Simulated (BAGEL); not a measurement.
**C2H4F2 (1,2-difluoroethane): HF/def2-SVPD (density fitting with cc-pvqz-jkfit)**

What is the vertical electron affinity of C2H4F2 (1,2-difluoroethane) at HF/def2-SVPD (density fitting with cc-pvqz-jkfit)? 

Program for the calculation: BAGEL 1.2.2.

## Step 1: The system as given

C2H4F2 has 8 atoms, charge 0, and is taken as a singlet. As SMILES, `FCCF`. The shape is that of a PBE0-D4/def2-TZVP optimisation. This is one conformer, not always the lowest.

Bond lengths: F1–C2 1.378 Å, C2–C3 1.498 Å, C3–F4 1.378 Å, C2–H5 1.094 Å, C2–H6 1.095 Å, C3–H7 1.095 Å, C3–H8 1.094 Å. Some angles: F1–C2–C3 110.9°, C2–C3–F4 110.9°, F1–C2–H5 108.2°, F1–C2–H6 108.3°, C3–C2–H5 110.5°, C3–C2–H6 109.4°, C2–C3–H7 109.4°, C2–C3–H8 110.5°, F4–C3–H7 108.3°, F4–C3–H8 108.2°.

## Step 2: A single-point energy at HF/def2-SVPD (density fitting with cc-pvqz-jkfit)

The input, calc.json:

```json
{ "bagel" : [

{
  "title" : "molecule",
  "basis" : "def2-svpd.json",
  "df_basis" : "cc-pvqz-jkfit",
  "angstrom" : true,
  "geometry" : [
    { "atom" : "F", "xyz" : [      -1.312370,       0.775570,       0.874010 ] },
    { "atom" : "C", "xyz" : [      -0.115750,       0.716060,       0.193200 ] },
    { "atom" : "C", "xyz" : [       0.217900,      -0.696080,      -0.177380 ] },
    { "atom" : "F", "xyz" : [      -0.618130,      -1.153280,      -1.172850 ] },
    { "atom" : "H", "xyz" : [      -0.201180,       1.337840,      -0.702830 ] },
    { "atom" : "H", "xyz" : [       0.670250,       1.117960,       0.841860 ] },
    { "atom" : "H", "xyz" : [       1.248900,      -0.742470,      -0.544780 ] },
    { "atom" : "H", "xyz" : [       0.110390,      -1.355610,       0.688780 ] }
  ]
},

{
  "title" : "hf"
},

{
  "title" : "print",
  "file" : "orbitals.molden",
  "orbitals" : true
}

]}
```

The basis set def2-SVPD is read from a file made from the Basis Set Exchange's data (not shown).

Command:

```bash
$ BAGEL_NUM_THREADS=1 BAGEL calc.json > calc.out
```

Standard output:

```text
* using 1 threads per process

  ===============================================================
  ===============================================================

  *** Geometry ***

  { "atom" : "F", "xyz" : [     -2.480020,      1.465615,      1.651640 ] },
  { "atom" : "C", "xyz" : [     -0.218736,      1.353157,      0.365095 ] },
  { "atom" : "C", "xyz" : [      0.411771,     -1.315401,     -0.335200 ] },
  { "atom" : "F", "xyz" : [     -1.168096,     -2.179383,     -2.216365 ] },
  { "atom" : "H", "xyz" : [     -0.380175,      2.528151,     -1.328156 ] },
  { "atom" : "H", "xyz" : [      1.266589,      2.112638,      1.590885 ] },
  { "atom" : "H", "xyz" : [      2.360079,     -1.403065,     -1.029485 ] },
  { "atom" : "H", "xyz" : [      0.208607,     -2.561732,      1.301606 ] },

  Number of auxiliary basis functions:      628

  Since a DF basis is specified, we compute 2- and 3-index integrals:
    o Being stored without compression. Storage requirement is 0.070 GB

  Number of basis functions:      118
  Number of electrons      :       34

    * METHOD: MOLECULE                             0.31

  *** RHF ***

  === Nuclear Repulsion ===
   128.1346320609

      * DIIS with orbital gradients will be used.

  === RHF iteration (def2-svpd.json) ===
      0       -276.44369880          0.01893297           0.10
      1       -276.62371062          0.01347522           0.07
      2       -276.72632636          0.00174203           0.07
      3       -276.72862541          0.00046000           0.08
      4       -276.72874215          0.00009801           0.08
      5       -276.72875319          0.00002515           0.07
      6       -276.72875406          0.00000519           0.07
      7       -276.72875410          0.00000135           0.08
      8       -276.72875411          0.00000036           0.08
      9       -276.72875411          0.00000013           0.08
     10       -276.72875411          0.00000003           0.08
     11       -276.72875411          0.00000001           0.08
    * SCF iteration converged.

    * Permanent dipole moment:
           (   -1.168368,    -0.228592,    -0.180866) a.u.

    * METHOD: HF                                   1.10

    * METHOD: PRINT                                0.01

  ===============================================================
```

Run time: 1.6 s. Hardware: 1 thread of Intel Xeon 6975P-C (Granite Rapids), shared host; peak memory 0.18 GiB.

## Step 3: The doublet anion, same level

The input, calc.json:

```json
{ "bagel": [

{
  "title": "molecule",
  "basis": "def2-svpd.json",
  "df_basis": "cc-pvqz-jkfit",
  "angstrom": "true",
  "geometry": [
    { "atom": "F", "xyz": [      -1.312370,       0.775570,       0.874010 ] },
    { "atom": "C", "xyz": [      -0.115750,       0.716060,       0.193200 ] },
    { "atom": "C", "xyz": [       0.217900,      -0.696080,      -0.177380 ] },
    { "atom": "F", "xyz": [      -0.618130,      -1.153280,      -1.172850 ] },
    { "atom": "H", "xyz": [      -0.201180,       1.337840,      -0.702830 ] },
    { "atom": "H", "xyz": [       0.670250,       1.117960,       0.841860 ] },
    { "atom": "H", "xyz": [       1.248900,      -0.742470,      -0.544780 ] },
    { "atom": "H", "xyz": [       0.110390,      -1.355610,       0.688780 ] }
  ]
},

{
  "title": "uhf",
  "charge": -1,
  "nopen": 1
},

{
  "title": "print",
  "file": "orbitals.molden",
  "orbitals": "true"
}

]}
```

The basis set def2-SVPD is read from a file made from the Basis Set Exchange's data (not shown).

Command:

```bash
$ BAGEL_NUM_THREADS=1 BAGEL calc.json > calc.out
```

Standard output:

```text
* using 1 threads per process

  ===============================================================
  ===============================================================

  *** Geometry ***

  { "atom" : "F", "xyz" : [     -2.480020,      1.465615,      1.651640 ] },
  { "atom" : "C", "xyz" : [     -0.218736,      1.353157,      0.365095 ] },
  { "atom" : "C", "xyz" : [      0.411771,     -1.315401,     -0.335200 ] },
  { "atom" : "F", "xyz" : [     -1.168096,     -2.179383,     -2.216365 ] },
  { "atom" : "H", "xyz" : [     -0.380175,      2.528151,     -1.328156 ] },
  { "atom" : "H", "xyz" : [      1.266589,      2.112638,      1.590885 ] },
  { "atom" : "H", "xyz" : [      2.360079,     -1.403065,     -1.029485 ] },
  { "atom" : "H", "xyz" : [      0.208607,     -2.561732,      1.301606 ] },

  Number of auxiliary basis functions:      628

  Since a DF basis is specified, we compute 2- and 3-index integrals:
    o Being stored without compression. Storage requirement is 0.070 GB

  Number of basis functions:      118
  Number of electrons      :       34

    * METHOD: MOLECULE                             0.31

  *** Open-shell HF ***

  === Nuclear Repulsion ===
   128.1346320609

      * DIIS with orbital gradients will be used.

  === UHF iteration (def2-svpd.json) ===
      0       -276.12612914          0.04219039           0.17
      1       -276.36879939          0.03708052           0.17
      2       -276.50520202          0.02009879           0.16
      3       -276.59729088          0.00337548           0.16
      4       -276.61704909          0.00207971           0.17
      5       -276.62476936          0.00144797           0.17
      6       -276.63162234          0.00117365           0.17
      7       -276.63666873          0.00033779           0.17
      8       -276.63698572          0.00022035           0.16
      9       -276.63707383          0.00007716           0.16
     10       -276.63708163          0.00005000           0.17
     11       -276.63708480          0.00001597           0.17
     12       -276.63708502          0.00000341           0.16
     13       -276.63708504          0.00000112           0.16
     14       -276.63708504          0.00000051           0.16
     15       -276.63708504          0.00000015           0.16
     16       -276.63708504          0.00000002           0.18
     17       -276.63708504          0.00000001           0.18
    * SCF iteration converged.

    * S^2 (UHF) is 0.7509

    * Permanent dipole moment:
           (    1.310597,     0.256446,     0.202897) a.u.

    * METHOD: UHF                                  3.17

    * METHOD: PRINT                                0.01

  ===============================================================
```

Run time: 3.9 s. Hardware: 1 thread of Intel Xeon 6975P-C (Granite Rapids), shared host; peak memory 0.18 GiB.

## Step 4: What came out

Level: HF/def2-SVPD (density fitting with cc-pvqz-jkfit).

| quantity | value |
| --- | --- |
| singlet C2H4F2: total energy | -276.72875 Eh |
| singlet C2H4F2: dipole moment | 3.06 D |
| singlet C2H4F2: HOMO energy | -14.10 eV |
| singlet C2H4F2: LUMO energy | 2.56 eV |
| singlet C2H4F2: HOMO–LUMO gap | 16.67 eV |
| doublet anion: total energy | -276.63709 Eh |
| doublet anion: ⟨S²⟩ | 0.751 |
| vertical electron affinity (to the doublet anion) | -2.494 eV |

The anion lies 2.49 eV (241 kJ/mol) above the neutral: the electron isn't bound at this level, and such a value depends on the basis. Hartree–Fock misses the correlation that binds many anions.
